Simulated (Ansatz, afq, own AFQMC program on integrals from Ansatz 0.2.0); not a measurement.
## Si₃Ge₂H₁₀, singlet, reference energies and how methods fare

```xyz
15

Si   -1.0213    1.5567    0.6581
Si   -0.0678   -0.1378    1.9832
Ge    1.5731   -1.1374    0.5468
Ge    0.7456   -0.7390   -1.7227
Si   -1.2840    0.5085   -1.4323
H    -0.0349    2.6766    0.5196
H    -2.2990    2.1000    1.2147
H     0.5135    0.3662    3.2661
H    -1.1213   -1.1555    2.2968
H     1.7515   -2.6411    0.8336
H     2.9381   -0.4445    0.7318
H     0.4999   -2.0605   -2.4766
H     1.7762    0.0866   -2.5186
H    -1.5365    1.4699   -2.5503
H    -2.4331   -0.4488   -1.3502
```

Geometry: a PBE0/def2-SVP stationary point, not shown to be a minimum. Basis def2-SVP. Noble-gas cores (and the filled d shells of Ga–Kr and In–Xe) are frozen. AFQMC by an in-house program on the Cholesky factors that Ansatz 0.2.0 writes for its CCSD(T) run. ph-AFQMC/CISD is guided by a CISD state made of CCSD amplitudes; releasing the constraint for a short imaginary time cuts its bias at the price of noise, slowly where states lie close. Uncertainties: one standard error, sampling alone. No spin–orbit coupling.

Best estimates are CCSD(T) at the basis-set limit (def2-TZVPP/QZVPP) plus the step from CCSD(T) to the highest rung at hand in def2-SVP, named in the table (released AFQMC can keep some 10 meV of bias). Fragments are relaxed and keep their bonds. No zero-point, core-correlation or spin–orbit terms, no scalar relativity below Rb. Where CCSD(T) in the larger sets was too dear, only MP2 was extrapolated. Other levels are in def2-SVP, the functionals in def2-TZVP; a dash marks a level that is missing or breaks spin symmetry for a member.

Cautions: inner d shell frozen; no relativity below Rb; no spin-orbit coupling; Si₃Ge₂H₁₀ (singlet): the ph-AFQMC/CISD walk drifts between its halves (2.1 errors), the released value is read at 0.90 1/Eh with a noise of 19 meV, more than in the cases checked (meV from the phaseless value at times in 1/Eh: -11 ± 12 at 0.21, -12 ± 12 at 0.42, -24 ± 17 at 0.63, -34 ± 19 at 0.90); Si₃Ge₂H₉ (doublet): the released value is read at 0.63 1/Eh with a noise of 17 meV, more than in the cases checked, later times being too noisy (meV from the phaseless value at times in 1/Eh: -15 ± 13 at 0.21, -16 ± 17 at 0.42, -27 ± 17 at 0.63, -18 ± 24 at 0.90).

```
                                  process  best estimate (kJ/mol)    highest rung
Si2–H8 → Si3Ge2H9 (doublet) + H (doublet)                 379 ± 2  released AFQMC
                            to free atoms                4246 ± 2  released AFQMC
```

Errors against the best estimates in kJ/mol, the processes numbered in the order above:

```csv
level,"error, 1","error, 2"
MP2,-28,-373
CCSD(T),-18,-313
ph-AFQMC/CISD,-19 ± 1,-308 ± 1
CCSD(T)/CBS,0,-7
PBE,-25,-91
r2SCAN,-21,8
PBE0,-21,-77
B3LYP,-9,-103
wB97M-V,1,-29
B2PLYP,-11,-130
```

Cost at the first geometry (cards were shared with other jobs): PBE0/def2-SVP, 17 s on 1 thread of AMD EPYC 7R13 Processor (Zen 3), with other jobs on the host; RCCSD(T)/def2-SVP, 5.5 s on 1 × NVIDIA H100 80GB HBM3 with 1 thread of AMD EPYC 7R13 Processor (Zen 3), on a shared host; ph-AFQMC/CISD with release, 4.2 min on 1 × NVIDIA H100 80GB HBM3 with 2 threads of AMD EPYC 7R13 Processor (Zen 3), with other jobs on the host.

Best estimates are given only where the step beyond CCSD(T) is under 0.3 eV and no member's determinant is very poor (T1 over 0.05, or 0.07 for open shells, ⟨S²⟩ too high by 0.3, two states mixed), so the hardest cases are missing from such tables.

The functionals ran in a triple-zeta set and keep a basis error of their own, a few kJ/mol for each bond in atomization energies and more for double hybrids, so close places among them and the extrapolated levels can swap.

Each member of a difference takes its own highest rung, so a best estimate needn't equal the limit plus the step of one row. Released energies are given only where the last usable release times agree within the noise; a slower fall can still hide under it.
